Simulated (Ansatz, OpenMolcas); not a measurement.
[PH2]− (phosphanide): the highest harmonic wavenumber at each level's own minimum, rung by rung

[PH2]−, singlet, SMILES `[PH2-]`. Each level relaxes the structure for itself.

Each level gives the highest harmonic wavenumber at each level's own minimum (cm⁻¹). The values are calculated.

```
                                   level                 kind     program  value (cm⁻¹)
         HF/6-31G* (Cartesian functions)         Hartree–Fock      Ansatz          2388
      B3LYP/6-31G* (Cartesian functions)        global hybrid      Ansatz          2228
        MP2/6-31G* (Cartesian functions)  perturbation theory      Ansatz          2349
CASSCF(8,6)/6-31G* (Cartesian functions)       multireference  OpenMolcas          2147
```

Harmonic and unscaled. Sets without diffuse functions describe the anion poorly. The values span 2147 to 2388 cm⁻¹.
